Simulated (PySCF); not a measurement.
formamide (CH3NO), SMILES NC=O.

Geometry optimised at PBE0-D3(BJ)/def2-TZVP. The values are those of a single conformer.

Level of theory: TDA-PBE0/def2-SVPD (PySCF).

Vertical excitations. Isolated molecule, no solvent. State labels are in the subgroup Cs.

Computed UV-visible absorptions:
| state | symmetry | energy (eV) | λ (nm) | f | main pairs |
|---|---|---|---|---|---|
| S1 | A" | 5.72 | 217 | 0.001 | HOMO→LUMO 99 % |
| S2 | A' | 7.12 | 174 | 0.005 | HOMO→LUMO+1 85 %, HOMO−1→LUMO 13 % |
| S3 | A" | 7.39 | 168 | 0.012 | HOMO−1→LUMO+1 99 % |
| S4 | A' | 7.84 | 158 | 0.096 | HOMO→LUMO+2 92 % |
| S5 | A" | 8.24 | 150 | 0.003 | HOMO−1→LUMO+2 97 % |
| S6 | A' | 8.40 | 148 | 0.415 | HOMO−1→LUMO 66 %, HOMO→LUMO+1 12 % |
| S7 | A' | 8.84 | 140 | 0.083 | HOMO→LUMO+3 94 % |
| S8 | A" | 9.22 | 134 | 0.007 | HOMO−1→LUMO+3 96 % |
| S9 | A" | 9.52 | 130 | 0.010 | HOMO→LUMO+5 99 % |
| S10 | A' | 9.64 | 129 | 0.018 | HOMO→LUMO+4 92 % |
| T1 | A" | 5.14 | 241 | 0 | HOMO→LUMO 99 % |
| T2 | A' | 5.54 | 224 | 0 | HOMO−1→LUMO 96 % |
| T3 | A' | 6.91 | 180 | 0 | HOMO→LUMO+1 96 % |
| T4 | A" | 7.09 | 175 | 0 | HOMO−1→LUMO+1 96 % |
Triplets are in the Tamm–Dancoff approximation.
